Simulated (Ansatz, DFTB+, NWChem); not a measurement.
## Loss of C2H6: C3H6O2 → CO2 + C2H6

Gas-phase species: C3H6O2 (1,3-dioxolane) `C1COCO1`, singlet; CO2 (carbon dioxide) `O=C=O`, singlet; C2H6 (ethane) `CC`, singlet. This is a balance of energies; it says nothing on the path, which may need atoms to shift.

Shapes, held fixed at every level: PBE0-D4/def2-TZVP. Flexible molecules stand in one conformer, not always the lowest. Programs: Ansatz 0.2.0, DFTB+ 25.1, NWChem 7.3.0. A level may come from different programs for different species; with the same settings they agree closely. Electronic energies: no zero-point or thermal term.

```csv
level,kind,ΔE (kJ/mol)
DFTB1,semi-empirical,-188.3
HF/STO-3G,Hartree–Fock,+98.0
HF/3-21G,Hartree–Fock,-128.7
HF/def2-SVP,Hartree–Fock,-187.0
B3LYP/6-31G* (Cartesian functions),global hybrid,-176.3
PBE0/def2-SVP,global hybrid,-158.4
```

PBE0/def2-SVP gives ΔE = -158.4 kJ/mol; the levels span -188.3 to +98.0. They disagree on the sign: 1 of 6 are positive. The median of the levels is -167.3. No measured value is set beside it here. PBE0/def2-SVP lies outside the range of the other correlated levels here, so it shouldn't be taken on trust. Rows in sets without polarisation functions are far from converged.
